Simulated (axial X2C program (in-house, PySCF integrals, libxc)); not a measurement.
What spin–orbit coupling does to O₂⁺

Calculated with an axial X2C code built on PySCF integrals. Spin-free means the one-electron spin-free X2C Hamiltonian; two-component (2c) means X2C with spin–orbit coupling and atomic mean-field two-electron Coulomb and Gaunt terms, so the difference of the two also holds small scalar two-electron terms. Basis: O dyall-av3z [7s6p3d2f] (cores contracted in-house); Gaussian nuclei, density fitting, unrestricted open shells. Masses: O 15.995 u.

Spin-free state: M_S = 1/2, Λ = 1 (beyond evenly filled blocks: π+α); fragments O+ + O.

```tsv
level	Re (Å)	ωe (cm⁻¹)	De (eV)
PBE0	1.099	2123.7	6.781
HF	1.061	2488.8	1.362
CCSD	1.108	2027.5	5.955
CCSD(T)	1.120	1909.5	6.399
TPSSh	1.111	2013.7	6.668
```

Correlated methods: 11 electrons correlated (number of frozen shells: O 1 s), 197 virtual spin orbitals or spinors in MP2, 90 natural virtuals in coupled cluster.

Q: Within this multiplet, which Ω should lie lowest by the rule for regular and inverted multiplets?

A: The open π shell holds one electron, so the multiplet is regular: Ω = Λ − 1/2 = 1/2. The PBE0 2c search agrees, though Ω = 3/2 of the search lies only 0.03 eV higher.

Two-component determinant lowest at the distance of the search:

Ω = 1/2 (⟨Sz⟩ = -0.50, ⟨Lz⟩ = 1.00 at HF); fragments O+ + O.

```csv
level,Re (Å),ωe (cm⁻¹),De (eV)
PBE0,1.099,2123.8,6.799
HF,1.061,2488.8,1.382
CCSD,1.108,2027.7,5.970
CCSD(T),1.120,1909.8,6.408
TPSSh,1.111,2013.8,6.685
```

Q: From the two tables, how do the constants change at the CCSD(T) level (2c against spin-free)?

A: At the CCSD(T) level Re is unchanged within 0.001 Å and ωe rises by 0.3 cm⁻¹; De changes by 0.009 eV.

One determinant describes the state; a PBE0 search over occupations chose it and may have missed a lower one. De is counted from the lowest determinant-based energies of the atoms at the same level, without counterpoise correction. Density functionals use the spin component along the axis (collinear). CCSD and (T) use frozen natural virtuals with an MP2 correction for the truncation; (T) itself is uncorrected, so its De runs slightly low. In 2c an atomic determinant is not the ground J level, so De misses part of the atomic spin–orbit lowering. This holds for PBE0, TPSSh. Without a current term, density functionals place determinants with orbital angular momentum somewhat too high. Under one Hamiltonian the search converged a single determinant, so lower ones may well exist.
